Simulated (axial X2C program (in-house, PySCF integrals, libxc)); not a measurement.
## B₂: bond constants with and without spin–orbit coupling

Calculated with an in-house relativistic program for diatomic molecules. Spin-free means the one-electron spin-free X2C Hamiltonian; two-component (2c) means X2C with spin–orbit coupling and atomic mean-field two-electron Coulomb and Gaunt terms, so the difference of the two also holds small scalar two-electron terms. Basis: B dyall-v3z [7s6p2d1f] (cores contracted in-house); Gaussian nuclei, density fitting, unrestricted open shells. Masses: B 11.009 u.

State, spin-free: M_S = 2, Λ = 0 (beyond evenly filled blocks: 2 × σα, π+α, π-α); electrons by block: σα: 5, σβ: 3, π+α: 1, π-α: 1. Fragments: B + B.

State, 2c: Ω = 2 (⟨Sz⟩ = 2.00, ⟨Lz⟩ = 0.00 at PBE0); electrons by block: 1/2: 5, -1/2: 4, 3/2: 1. Fragments: B + B.

```json
{"Hamiltonian": "spin-free", "level": "PBE0", "Re (Å)": "1.517", "ωe (cm⁻¹)": "1293.4", "ωexe (cm⁻¹)": "6.36", "Be (cm⁻¹)": "1.331", "αe (cm⁻¹)": "0.0107"}
{"Hamiltonian": "spin-free", "level": "HF", "Re (Å)": "1.501", "ωe (cm⁻¹)": "1378.5", "ωexe (cm⁻¹)": "5.63", "Be (cm⁻¹)": "1.359", "αe (cm⁻¹)": "0.0095"}
{"Hamiltonian": "spin-free", "level": "MP2", "Re (Å)": "1.518", "ωe (cm⁻¹)": "1291.3", "ωexe (cm⁻¹)": "6.94", "Be (cm⁻¹)": "1.329", "αe (cm⁻¹)": "0.0111"}
{"Hamiltonian": "spin-free", "level": "CCSD", "Re (Å)": "1.520", "ωe (cm⁻¹)": "1284.9", "ωexe (cm⁻¹)": "6.66", "Be (cm⁻¹)": "1.325", "αe (cm⁻¹)": "0.0109"}
{"Hamiltonian": "spin-free", "level": "CCSD(T)", "Re (Å)": "1.525", "ωe (cm⁻¹)": "1263.0", "ωexe (cm⁻¹)": "7.01", "Be (cm⁻¹)": "1.316", "αe (cm⁻¹)": "0.0114"}
{"Hamiltonian": "spin-free", "level": "r2SCAN0", "Re (Å)": "1.513", "ωe (cm⁻¹)": "1307.8", "ωexe (cm⁻¹)": "6.35", "Be (cm⁻¹)": "1.337", "αe (cm⁻¹)": "0.0105"}
{"Hamiltonian": "2c", "level": "PBE0", "Re (Å)": "1.517", "ωe (cm⁻¹)": "1293.3", "ωexe (cm⁻¹)": "6.36", "Be (cm⁻¹)": "1.331", "αe (cm⁻¹)": "0.0107"}
{"Hamiltonian": "2c", "level": "HF", "Re (Å)": "1.501", "ωe (cm⁻¹)": "1378.5", "ωexe (cm⁻¹)": "5.63", "Be (cm⁻¹)": "1.359", "αe (cm⁻¹)": "0.0095"}
{"Hamiltonian": "2c", "level": "MP2", "Re (Å)": "1.518", "ωe (cm⁻¹)": "1291.3", "ωexe (cm⁻¹)": "6.94", "Be (cm⁻¹)": "1.328", "αe (cm⁻¹)": "0.0111"}
{"Hamiltonian": "2c", "level": "CCSD", "Re (Å)": "1.520", "ωe (cm⁻¹)": "1284.8", "ωexe (cm⁻¹)": "6.67", "Be (cm⁻¹)": "1.325", "αe (cm⁻¹)": "0.0109"}
{"Hamiltonian": "2c", "level": "CCSD(T)", "Re (Å)": "1.525", "ωe (cm⁻¹)": "1263.0", "ωexe (cm⁻¹)": "7.01", "Be (cm⁻¹)": "1.316", "αe (cm⁻¹)": "0.0114"}
{"Hamiltonian": "2c", "level": "r2SCAN0", "Re (Å)": "1.513", "ωe (cm⁻¹)": "1307.7", "ωexe (cm⁻¹)": "6.35", "Be (cm⁻¹)": "1.337", "αe (cm⁻¹)": "0.0105"}
```

Correlated methods: 6 electrons correlated (number of frozen shells: B 1 s), 154 virtual spin orbitals or spinors in MP2, 72 natural virtuals in coupled cluster.

The state is a single determinant with fixed occupations, the lowest that a limited PBE0 search found. De is not given where an atomic determinant may have missed its ground term or J level, or where the truncated virtual space spoils (T). Density functionals use the spin component along the axis (collinear). CCSD and (T) use frozen natural virtuals with an MP2 correction for the truncation; (T) itself is uncorrected, so its De runs slightly low. PBE0 can misorder states that lie within some tenths of an eV, so this need not be the ground state of the molecule. The nearest other spin-free determinant of the search, M_S = 1, Λ = 0, lies 0.61 eV up at the distance of the search. The functionals have no current-density term, which raises determinants with orbital currents, atoms included. The spin of this state cannot come from the lowest atoms; the curve heads to a higher limit, and no De is given. With several unpaired electrons one determinant need not be a pure state. Open-shell Ω = 0 determinants with evenly filled partner blocks cannot be reached by this program, so the Ω shown need not be the lowest component.

Rough cost a point (2c) on 1 thread(s) of a shared host, integrals apart: PBE0 0.12 s, HF 0.05 s, CCSD(T) 0.9 s, r2SCAN0 0.18 s.

The whole task took 27 s on 1 thread of Intel(R) Xeon(R) Processor @ 2.30GHz, with other jobs on the host.
